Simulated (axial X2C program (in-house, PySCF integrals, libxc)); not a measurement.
## Photoelectron levels of BS⁻ by EOM-IP-CCSD

Computed with an axial X2C code built on PySCF integrals: two-component X2C with atomic mean-field Coulomb and Gaunt terms, Gaussian nuclei, basis S dyall-av3z, B dyall-av3z with contracted cores.

R = 1.765 Å (1.045 times 1.689 Å, the PBE0 minimum at charge -1 for the lowest determinant).

Vertical detachment energies of BS⁻ to the states of BS:

```tsv
Ω of BS	vertical detachment energy (eV)	above lowest (cm⁻¹)	ionised spinor	one-hole weight
1/2	2.745	0	44% B pσ, 31% B sσ, 14% S pσ	0.91
3/2	4.210	11812	69% S pπ, 18% B pπ, 8% B dπ	0.93
1/2	4.250	12141	69% S pπ, 18% B pπ, 8% B dπ	0.93
1/2	7.546	38725	60% S pσ, 20% B sσ, 9% S sσ	0.81
```

Task: Take the first Ω = 1/2 and Ω = 3/2 rows of π character: how far apart are they, and which lies lower?

Result: E(3/2) − E(1/2) = 11812 − 12141 = -329 cm⁻¹ at EOM-IP-CCSD: inverted, Ω = 3/2 lower. Splittings at this level can be off by ten to twenty per cent.

This point took 16 s on 1 thread of Arm Neoverse V2, on a shared host.

Reference electrons by ω block (each with its −ω partner): 1/2: 9, 3/2: 2. 10 electrons of BS⁻ correlated (inner shells frozen), 94 natural virtual spinors (a truncated set); levels can be off by some tenths of an eV. Roots sought by Ω: (1/2: 4, 3/2: 3, 5/2: 1); the list ends where they run out and leaves out roots under 60 % one-particle weight. The solver can skip a root, and states that need a further excitation, which the method places far too high, are missing though they may lie low or lowest. T1 of the reference 0.021 (Lee–Taylor). Number of frozen shells: S 2 s, 1 p; B 1 s.
